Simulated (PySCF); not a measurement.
Compound: C3H5FS.
Z-matrix (Å and degrees, PBE0-D3(BJ)/def2-SVP geometry), rows numbered from 1:
```
F 
C   1  1.3667
C   2  1.5228  1  115.31
S   3  1.8387  2   89.34  1  -146.27
C   2  1.5231  1  115.39  3  -111.00
H   2  1.1031  1  108.52  3   124.49
H   3  1.0985  2  117.70  1    94.57
H   3  1.1014  2  111.18  1   -33.93
H   5  1.1014  2  111.22  1    33.86
H   5  1.0985  2  117.69  1   -94.70
```

Level: CAM-B3LYP/def2-SVPD in PySCF, non-relativistic, on one gas-phase PBE0-D3(BJ)/def2-SVP geometry that isn't relaxed in the solvent. The solvent is an IEF-PCM continuum (cavity from Bondi-type radii × 1.2), and excitations are vertical TDDFT with non-equilibrium linear response and a frozen core. The model holds no explicit solvent molecules, cavitation or dispersion.

```json
{"run": "gas", "E − E(gas) (kcal/mol)": "0.00", "HOMO (eV)": "-8.12", "HOMO–LUMO gap (eV)": "8.87", "dipole (D)": "0.41", "lowest singlet (eV)": "4.80", "static polarisability (au)": "55.2"}
{"run": "P", "E − E(gas) (kcal/mol)": "-3.58", "HOMO (eV)": "-8.06", "HOMO–LUMO gap (eV)": "8.95", "dipole (D)": "0.52", "lowest singlet (eV)": "4.86", "static polarisability (au)": "72.0"}
{"run": "Q", "E − E(gas) (kcal/mol)": "-3.01", "HOMO (eV)": "-8.06", "HOMO–LUMO gap (eV)": "8.94", "dipole (D)": "0.49", "lowest singlet (eV)": "4.84", "static polarisability (au)": "68.8"}
```

Problem. The runs were made in chloroform and dichloromethane. Which run belongs to which solvent?

Solution. P = dichloromethane, Q = chloroform. The dielectric constants are 4.711 (chloroform), 8.93 (dichloromethane), and the energy falls further as ε rises. The optical constants n² used for the excitations are 2.09, 2.03 in the same order. In this model the ground state sees the solvent through ε alone.

Problem. How constant is the ratio of the lowering to (ε − 1)/(2ε + 1)?

Solution. 
```
        solvent  (ε − 1)/(2ε + 1)  E − E(gas) (kcal/mol)  ratio (kcal/mol)  polarisation term (kcal/mol)
     chloroform             0.356                  -3.01              -8.4                         -3.32
dichloromethane             0.420                  -3.58              -8.5                         -4.01
```

The ratio changes by +0.7 % in size from chloroform to dichloromethane. The polarisation term is half the interaction of the solute with the induced surface charges.
